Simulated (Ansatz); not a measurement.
**SF⁺, quintet: reading a ladder of total energies**

Geometry: that of the SF⁺, triplet, kept fixed. The triplet lies 9.2 eV lower here.

| atom | x (Å) | y (Å) | z (Å) |
| --- | --- | --- | --- |
| F | 0.0000 | 0.0000 | 0.0000 |
| S | 0.0000 | 0.0000 | 1.5040 |

Basis 6-31G; Ansatz 0.2.0. Only valence electrons are correlated (noble-gas cores frozen), which leaves 12 electrons in 16 orbitals. R marks a restricted (for open shells ROHF) determinant, U an unrestricted one.

Full CI is exact within this basis and frozen core; it isn't the basis-set limit. The frozen core follows each run's orbitals, which can shift R against U totals by a few meV.

The cluster runs stand on a determinant 0.12 eV above the lowest UHF solution, chosen by trial CCSD; the correlation energy below is counted from it.

Runs differ by some tens of microhartree through their thresholds and, for an open shell, their frozen cores, so the step to full CI, which has another core, is uncertain by up to 0.1 kcal/mol.

```csv
level,total energy (hartree)
UHF determinant under the cluster runs,-496.155680
UMP2,-496.270181
UCCSD,-496.283242
UCCSD(T),-496.284941
UCCSDT,-496.285252
UCCSDT(Q),-496.285532
UCCSDTQ,-496.285494
full CI,-496.285486
```

Task: What is the correlation energy at full CI, and what share of it do UMP2 and UCCSD(T) recover?

Result: E(corr) = -496.285486 − (-496.155680) = -0.129806 hartree = -3.532 eV. UMP2: -0.114501 / -0.129806 = 88.21 %. UCCSD(T): -0.129261 / -0.129806 = 99.58 %.

Task: By how many kcal/mol does UCCSD(T) miss full CI (1 hartree = 627.509 kcal/mol), and which steps make up the rest?

Result: -496.284941 − (-496.285486) = 0.000545 hartree = 0.34 kcal/mol. Steps: UCCSDT − UCCSD(T) = -0.20, UCCSDT(Q) − UCCSDT = -0.18, UCCSDTQ − UCCSDT(Q) = 0.02, full CI − UCCSDTQ = 0.01 kcal/mol. That is within 1 kcal/mol of the reference in this basis, which itself misses far more of the correlation at the basis-set limit.
